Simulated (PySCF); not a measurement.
**HO, SMILES `[OH]` (charge 0, multiplicity 2)**

The numbers are results of r2SCAN-D4/def2-TZVP (PySCF), not measurements.

* **highest occupied spin orbital**: -7.57 eV
* **dipole moment**: 1.76 D
* **total energy**: -75.7290 Ha
* **cost**: very roughly 19 core-seconds

Bond lengths (Å): O1–H2 0.976.
Charge 0, spin multiplicity 2.
